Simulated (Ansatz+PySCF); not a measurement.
doublet CH3S: levels of theory in one basis

```xyz
5

H     1.6866   -0.9100    0.0006
C     1.1473    0.0242   -0.0318
S    -0.5850   -0.0891    0.0091
H    -0.8606    1.2272   -0.0918
H     1.6504    0.9636    0.1358
```

Basis set: cc-pVTZ on H, C; cc-pV(T+d)Z on S (spherical functions). Frozen core: 6 orbitals. Correlation on ROHF uses semicanonical orbitals with singles. Charge 0, multiplicity 2.

Computed with Ansatz (development build ahead of 0.2.0); each method stands on the lowest determinant of its kind that the runs found.

```json
{"method": "ROHF", "E − E(ROHF) (eV)": "0.00", "<S²> of the determinant": "0.75"}
{"method": "UHF", "E − E(ROHF) (eV)": "-0.16", "<S²> of the determinant": "0.77"}
{"method": "ROHF-MP2", "E − E(ROHF) (eV)": "-9.12", "<S²> of the determinant": "–"}
{"method": "UHF-MP2", "E − E(ROHF) (eV)": "-9.09", "<S²> of the determinant": "0.77"}
{"method": "ROHF-CCSD(T)", "E − E(ROHF) (eV)": "-10.45", "<S²> of the determinant": "–"}
{"method": "UHF-CCSD(T)", "E − E(ROHF) (eV)": "-10.45", "<S²> of the determinant": "0.77"}
```

(1) What does UHF-CCSD give on the same scale?

## Answers

(1) -10.04 eV.
